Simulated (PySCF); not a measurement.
Bond curve of BN⁺

Set-up: B def2-TZVP, N def2-TZVP; no relativity (PySCF 2.14). Energies in eV from B⁺ + N in their ground configurations at the same level. State: ⁴Σ⁻ (quartet), unpaired electrons σ ↑, π ↑↑.

All columns are PBE0. A positive dipole points towards N; it is taken about the centre of mass and depends on that origin.

| R (Å) | E (eV) | μ (D) | Mulliken charge on B (basis-dependent) | HOMO (eV) | LUMO (eV) | Mayer bond order | ⟨S²⟩ |
| --- | --- | --- | --- | --- | --- | --- | --- |
| 1.239 | -1.287 | -2.44 | 0.54 | -18.44 | -14.94 | 1.66 | 3.75 |
| 1.297 | -1.816 | -2.56 | 0.60 | -18.39 | -14.52 | 1.64 | 3.75 |
| 1.355 | -2.102 | -2.69 | 0.65 | -18.33 | -14.14 | 1.61 | 3.75 |
| 1.398 | -2.200 | -2.77 | 0.68 | -18.28 | -13.87 | 1.59 | 3.75 |
| 1.441 | -2.223 | -2.85 | 0.71 | -18.24 | -13.61 | 1.57 | 3.75 |
| 1.484 | -2.190 | -2.91 | 0.73 | -18.18 | -13.38 | 1.54 | 3.75 |
| 1.542 | -2.087 | -2.97 | 0.74 | -18.11 | -13.09 | 1.49 | 3.76 |
| 1.614 | -1.903 | -3.00 | 0.74 | -18.01 | -12.78 | 1.41 | 3.76 |
| 1.700 | -1.657 | -2.98 | 0.74 | -17.89 | -12.57 | 1.28 | 3.77 |
| 1.816 | -1.356 | -2.92 | 0.72 | -17.74 | -12.49 | 1.06 | 3.78 |

A fit through these points gives, at Re = 1.435 Å, μ = -2.84 D and dμ/dR = -1.66 D/Å; the reduced mass is 6.164 u.

How strong is the fundamental in the double-harmonic approximation, I = 42.26·(dμ/dR)²/μred km/mol?

I = 42.26·(-1.66)²/6.164 = 18.9 km/mol at PBE0.

For an ion De counts to the pair picked by the measured ionisation energies or electron affinities, which need not be the lowest pair at this level. The state is the lowest determinant that a PBE0 search found; another state may lie lower at other levels.
